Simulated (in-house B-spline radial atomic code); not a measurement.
# RPA and G0W0 on PBEsol: Xe

Configuration [Kr] 4d10 5s2 5p6, mean-field start PBEsol. Computed with an all-electron radial atomic-structure program (B-spline basis): all electrons, scalar-relativistic (spin-free one-electron X2C), finite nucleus, each spin shell either full or empty, empty states to l = 9 with an (l + 1/2)⁻⁴ tail; G0W0 by contour deformation at full frequency.

Spin-orbit coupling, left out, splits p levels strongly here.

Command:
```bash
python run_gw.py task.json out
```
Settings (radii: box in bohr, nucleus in fm):
```
Z                        54
electrons                54
configuration            [Kr] 4d10 5s2 5p6
hamiltonian              x2c
method                   pbesol
lmax                     9
rms_radius               4.7859
spin_polarised           False
box_radius               40
intervals                72
```

Run time, properties included: 6.6 s on 1 thread of Arm Neoverse N1, on a shared host.

Energies (hartree):

```json
{"term": "mean-field total", "value": "-7442.96030"}
{"term": "Hartree-Fock functional on these orbitals", "value": "-7443.53134"}
{"term": "direct second order", "value": "-4.9039"}
{"term": "second-order exchange", "value": "1.3288"}
{"term": "SOSEX correction", "value": "1.231"}
```

Question: What is the RPA correlation energy, and what remains with SOSEX?

Answer: RPA gives -4.2522 hartree (-2.14 eV per electron); RPA + SOSEX gives -3.0212, and the second-order doubles -3.575 hartree (no singles). SOSEX takes back 29 % of the RPA value.

Quasi-particle levels (eV):

| level | occupied | mean field | Σx - vxc | Σc | QP weight | G0W0 |
| --- | --- | --- | --- | --- | --- | --- |
| 5p | yes | -8.245 | -3.96 | ? | ? | ? |

G0W0 = mean field + (Σx - vxc) + Σc, with Σc (partial-wave tail included) taken at the quasi-particle energy. Only the outer levels were computed. Levels of low weight are left out.

Question: Where does G0W0 put 5p?

Answer: At -12.367 eV, with Σc = -0.16 eV and a quasi-particle weight of 0.847. The tabulated removal energy is 12.130 eV (NIST, measured); the calculation leaves out spin-orbit coupling, Breit and QED terms, and what these don't explain is the method's own error.
